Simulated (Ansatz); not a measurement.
Structure relaxation of I

All numbers below come from DFT PBEsol, scalar-relativistic, plane waves, PAW (Ansatz). Cutoff 420 eV, Γ-centred k mesh, Gaussian smearing, no spin polarisation in the final step.

I was placed on the graphite structure type (P6_3/mmc, No. 194), at a guessed volume.

```yaml
crystal:
  lattice:
    - [4.34289, 0.00000, 0.00000]
    - [-2.17144, 3.76105, 0.00000]
    - [0.00000, 0.00000, 11.82819]
  atoms:
    - { symbol: I, position: [0.00000, 0.00000, 0.25000] }
    - { symbol: I, position: [0.00000, 0.00000, 0.75000] }
    - { symbol: I, position: [0.33333, 0.66667, 0.75000] }
    - { symbol: I, position: [0.66667, 0.33333, 0.25000] }
```

Cell and atoms relax at zero pressure; the relaxation can't lower the symmetry of the start. After a coarse first stage the cell is made exact in the group found at 0.06 Å.

Energies count from the standard state of I at the same level.

Question: Describe the relaxed structure.

Answer: It keeps P6_3/mmc (No. 194), but not the shape of the type it started on. Conventional cell: a = 5.444 Å, c = 8.495 Å. Around I on Wyckoff site b (2 atoms of the primitive cell) lie 3 I at 3.14 Å; I on Wyckoff site d (2 atoms of the primitive cell) is coordinated by 3 I at 3.14 Å.

Space group P6_3/mmc (No. 194). a = 5.444 Å, b = 5.444 Å, c = 8.495 Å, α = 90.00°, β = 90.00°, γ = 120.00°
```csv
atom,site,symmetry,x,y,z
I,2b,-6m2,0.0000,0.0000,0.2500
I,2d,-6m2,0.3333,0.6667,0.7500
```

Question: What are its volume, energy, density and gap?

Answer: The volume per atom is 54.5 Å³ and the density is 3.9 g/cm³. The energy over the standard structure is 0.35 eV/atom and the gap on the 12×12×6 mesh is 0 eV (a metal).

The final run used a 12×12×6 mesh on its 4-atom cell and 0.10 eV smearing. For metals, differences of a few meV/atom aren't resolved. Weakly bound directions are ill-defined at this level, which has no dispersion term. Spin–orbit coupling is left out. Symmetry constrained the relaxation, so the result can be a saddle point. The steps took about 2.4 core-minutes in all.

This form isn't the element's structure at ambient conditions.